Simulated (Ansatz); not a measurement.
**COF2, singlet in STO-3G: errors against full CI**

Geometry: MP2(full)/6-31G*, from the G2/97 set.

| atom | x (Å) | y (Å) | z (Å) |
| --- | --- | --- | --- |
| O | 0.0000 | 0.0000 | 1.3501 |
| C | 0.0000 | 0.0000 | 0.1637 |
| F | 0.0000 | 1.0695 | -0.6202 |
| F | 0.0000 | -1.0695 | -0.6202 |

Basis STO-3G; Ansatz 0.2.0. Only valence electrons are correlated (noble-gas cores frozen), which leaves 24 electrons in 16 orbitals. R marks a restricted (for open shells ROHF) determinant. Active spaces: valence = (18e, 13o, short of the full valence) chosen from the atoms' valence shells.

Full CI is exact within this basis and frozen core; it isn't the basis-set limit.

The UHF ⟨S²⟩ is 0.000. The T1 diagnostic (RCCSD) is 0.0128 and the largest doubles amplitude (RCCSD) is 0.139.

```json
{"level": "RMP2", "E − E(RHF) (eV)": "-4.0773"}
{"level": "RCCSD", "E − E(RHF) (eV)": "-4.5945"}
{"level": "RCCSD(T)", "E − E(RHF) (eV)": "-4.8385"}
```

Question: Estimate how far full CI in STO-3G lies from RCCSD(T). The table doesn't fix it; the size of (T) and the diagnostics are the guide.

Answer: Full CI in STO-3G lies 1.58 mEh below RCCSD(T), which is 18 % of the (T) step (-8.97 mEh). A doubles amplitude is large, but (T) still catches most of what CCSD lacks.

The other levels:

```json
{"level": "CISD", "E − E(full CI) (mEh)": "17.87", "share of correlation (%)": "90.04", "wall time": "0.18 s"}
{"level": "BCCD(T)", "E − E(full CI) (mEh)": "1.37", "share of correlation (%)": "99.24", "wall time": "0.27 s"}
{"level": "RCCSDT", "E − E(full CI) (mEh)": "0.22", "share of correlation (%)": "99.88", "wall time": "–"}
{"level": "CISDTQ", "E − E(full CI) (mEh)": "0.78", "share of correlation (%)": "99.56", "wall time": "0.75 s"}
{"level": "RCCSDT(Q)", "E − E(full CI) (mEh)": "-0.06", "share of correlation (%)": "100.03", "wall time": "0.84 s"}
{"level": "RCCSDTQ", "E − E(full CI) (mEh)": "-0.01", "share of correlation (%)": "100.01", "wall time": "20 s"}
{"level": "CASSCF (valence space)", "E − E(full CI) (mEh)": "5.21", "share of correlation (%)": "97.10", "wall time": "–"}
{"level": "NEVPT2 (valence space)", "E − E(full CI) (mEh)": "1.69", "share of correlation (%)": "99.06", "wall time": "3 s (H100)"}
{"level": "MRCISD (valence space)", "E − E(full CI) (mEh)": "0.14", "share of correlation (%)": "99.92", "wall time": "–"}
{"level": "MRCISD+Q (valence space)", "E − E(full CI) (mEh)": "0.13", "share of correlation (%)": "99.93", "wall time": "8.5 s (H100)"}
```

The correlation energy at full CI, counted from RHF, is -4.882 eV. That run took 2.7 s on 1 thread of AMD EPYC 7R13, shared host over 828,720 determinants.

Times hold each run's SCF and search for its determinant on a shared host, so for small cases they say little of a method's own cost; rows without a card ran on 1 thread of AMD EPYC 7R13.

The full-CI state has the irrep A1 of C2v, in the program's axes.

Natural occupations of full CI about the gap: 1.984 1.982 1.972 1.962 1.924 0.100 0.046 0.041 0.022; effectively unpaired electrons, Σ n²(2−n)², 0.09.

Atomization energy (electronic, same basis, no zero-point term; atoms at the same level, unrestricted beside the R rows where the molecule is a closed shell, with restricted open-shell steps beyond CCSDT(Q)) at full CI: 1283.7 kJ/mol. Errors of other levels:

| level | error (kJ/mol) |
| --- | --- |
| RHF | -417.9 |
| RMP2 | -50.3 |
| CISD | -46.9 |
| RCCSD | -27.7 |
| RCCSD(T) | -4.2 |
| BCCD(T) | -3.6 |
| RCCSDT | -0.6 |
| CISDTQ | -2.1 |
| RCCSDT(Q) | 0.2 |
| RCCSDTQ | 0.0 |

This basis is far from its limit, so the value isn't to be set against a measured one. Truncated CI isn't size-consistent, which counts against it in atomization.
